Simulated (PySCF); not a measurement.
Gas-phase reaction: SiH2F → SiH2 + F

Energies from PySCF, thermal terms from the rigid-rotor harmonic-oscillator model, ideal gas at 1 bar. † marks an energy on the PBE0/def2-TZVP geometry and frequencies; other levels use their own. MP2 freezes the core. Open shells (unrestricted): SiH2F (multiplicity 2), F (multiplicity 2, electronic degeneracy 6); the rest are closed-shell singlets. Spin-orbit splitting is ignored; it lowers the true energy and changes the entropy of F. B3LYP is the form with VWN-RPA correlation. SiH2F: computed as isolated molecules; such fragments, hydroxides, amides, oligomers or adducts are transient or little studied in the gas. MP2 isn't extrapolated to the basis-set limit; its ΔH°(298 K) is 517.9 kJ in def2-SVP and 559.8 kJ in def2-TZVPP. The harmonic model lacks anharmonicity and excited electronic states, which grow with temperature; levels with a mode under 35 cm⁻¹ are left out.

```csv
level,"ΔE electronic, kJ","ΔH°(298 K), kJ","ΔS°(298 K), J/K","ΔG°(600 K), kJ"
B3LYP/def2-TZVP†,531,521,118,449
MP2/def2-TZVPP†,570,560,118,488
PBE0/def2-TZVP,540,530,118,458
LDA/def2-TZVP†,629,619,118,547
ωB97X-V/def2-TZVP†,538,528,118,456
```
ΔH° is lowest at B3LYP/def2-TZVP† and highest at LDA/def2-TZVP†. No reference value is set beside these.
